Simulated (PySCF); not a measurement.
Molecule: `C=CCC(N)=S`, C₄H₇NS.

Atom-mapped SMILES (the numbers label the heavy atoms): `[CH2:1]=[CH:2][CH2:3][C:4]([NH2:5])=[S:6]`. Each H is labelled by its parent atom. Ha(C1) is cis to C3; Ha(N5) is cis to the C=O or C=S heteroatom; Hb(C1) is trans to C3; Hb(N5) is trans to the C=O or C=S heteroatom.

Geometry PBE0-D3(BJ)/def2-SVP throughout; GIAO in PySCF, gas phase, one conformer, non-relativistic; equivalent atoms averaged; basis pcSseg-1.

Question: How do the shifts δ (against TMS, NH3, CS2 at the same level) depend on the functional? (a selection of nuclei; ppm; last column core-seconds on 1 thread of an x86-64 server CPU, shared host; the GGAs took longer than the global hybrids here, which isn't the general rule, and the cause wasn't traced)

Answer: 
```
functional                    kind     C4     C1     N5     S6  Ha(N5)  H(C2)  Hb(C1)  Ha(C1)  H(C3)  core-s
        HF            Hartree–Fock  231.9  128.8  139.4  242.4    6.42   5.87    5.57    5.48   3.24     7.1
       LDA                     LDA  203.5  132.2  164.8  391.4    6.20   6.17    5.56    5.49   3.46      18
       PBE                     GGA  197.3  125.5  155.7  358.4    6.16   6.03    5.45    5.36   3.38      24
      BLYP                     GGA  201.2  124.4  155.5  375.3    6.13   5.94    5.30    5.24   3.34      23
      BP86                     GGA  198.2  125.5  154.3  359.1    6.17   6.02    5.44    5.36   3.39      24
      OPBE                     GGA  186.9  121.0  148.5  326.7    6.21   6.04    5.56    5.42   3.40      26
       KT2                     GGA  187.6  117.9  148.6  313.5    6.14   5.86    5.28    5.21   3.33      16
       KT3                     GGA  185.3  115.6  145.0  312.9    6.14   5.81    5.26    5.16   3.30      15
     B97-D                     GGA  193.7  120.7  148.7  350.7    6.15   5.93    5.34    5.26   3.36      16
     B3LYP           global hybrid  210.2  127.2  153.0  356.9    6.21   5.94    5.40    5.33   3.30      10
      PBE0           global hybrid  208.1  128.4  152.1  335.5    6.26   6.01    5.56    5.46   3.33      10
  mPW1PW91           global hybrid  208.8  128.4  151.6  337.4    6.26   5.99    5.54    5.45   3.33      11
      WP04           global hybrid  210.9  126.1  144.1  377.1    6.22   5.66    5.26    5.15   3.21      13
     B97-2           global hybrid  203.4  124.9  148.0  330.2    6.23   5.95    5.49    5.39   3.32      13
 BHandHLYP           global hybrid  221.3  129.3  148.7  321.1    6.30   5.90    5.48    5.40   3.26      14
 CAM-B3LYP  range-separated hybrid  219.4  130.6  152.0  356.8    6.25   5.95    5.49    5.42   3.26      19
   wB97X-D  range-separated hybrid  214.5  129.5  149.2  337.7    6.29   5.97    5.57    5.48   3.28      18
   LC-wPBE  range-separated hybrid  223.4  134.1  147.4  344.8    6.27   6.02    5.72    5.61   3.23      25
```

Question: Which nucleus among those listed moves most, in ppm?

Answer: S6 (thione sulfur): from 242.4 ppm with HF to 391.4 ppm with LDA. The smallest spread is 0.25 ppm, at H(C3). Proton shifts span only some 12 ppm, so a few tenths of a ppm matter as much there as several ppm in carbon.
